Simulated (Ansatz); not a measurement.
# Y₃Ge: from a trial structure to a relaxed crystal

Level of theory: DFT PBE, scalar-relativistic, plane waves, PAW (Ansatz). Cutoff 420 eV, Γ-centred k mesh, Gaussian smearing, no spin polarisation in the final step.

Y₃Ge was placed on the Cu3Au (L1_2) structure type (Pm-3m, No. 221), with Ge in place of Au, Y in place of Cu, at a guessed volume.

```yaml
crystal:
  lattice:
    - [4.57355, 0.00000, 0.00000]
    - [0.00000, 4.57355, 0.00000]
    - [0.00000, 0.00000, 4.57355]
  atoms:
    - { symbol: Y, position: [0.00000, 0.50000, 0.50000] }
    - { symbol: Y, position: [0.50000, 0.00000, 0.50000] }
    - { symbol: Y, position: [0.50000, 0.50000, 0.00000] }
    - { symbol: Ge, position: [0.00000, 0.00000, 0.00000] }
```

Cell and atoms relax at zero pressure; the relaxation can't lower the symmetry of the start. After a coarse first stage the cell is made exact in the group found at 0.06 Å.

The zero of energy is the elements' standard structures at the same level; no fitted shifts are applied.

Problem. Describe the relaxed structure.

Solution. It keeps Pm-3m (No. 221). The result has the Cu3Au (L1_2) structure. Conventional cell: a = 4.695 Å. Y is coordinated by 4 Ge at 3.32 Å and 8 Y at 3.32 Å; around Ge lie 12 Y at 3.32 Å.

Space group Pm-3m (No. 221). a = 4.695 Å, b = 4.695 Å, c = 4.695 Å, α = 90.00°, β = 90.00°, γ = 90.00°
```json
{"atom": "Y", "site": "3c", "symmetry": "4/mm.m", "x": "0.0000", "y": "0.5000", "z": "0.5000"}
{"atom": "Ge", "site": "1a", "symmetry": "m-3m", "x": "0.0000", "y": "0.0000", "z": "0.0000"}
```

Problem. What are its volume, energy, density and gap?

Solution. The volume per atom is 25.87 Å³, the density is 5.45 g/cm³ and the energy over the elements is -0.31 eV/atom. The gap on the 10×10×10 mesh is 0 eV (a metal).

The final run used a 10×10×10 mesh on its 4-atom cell and 0.10 eV smearing. For metals, differences of a few meV/atom aren't resolved. Symmetry constrained the relaxation, so the result can be a saddle point. The steps took about 40 core-seconds in all.

Cost: 3 runs of about 0.72 core-minutes in all, on Intel Xeon Platinum 8488C (Sapphire Rapids) (shared hosts).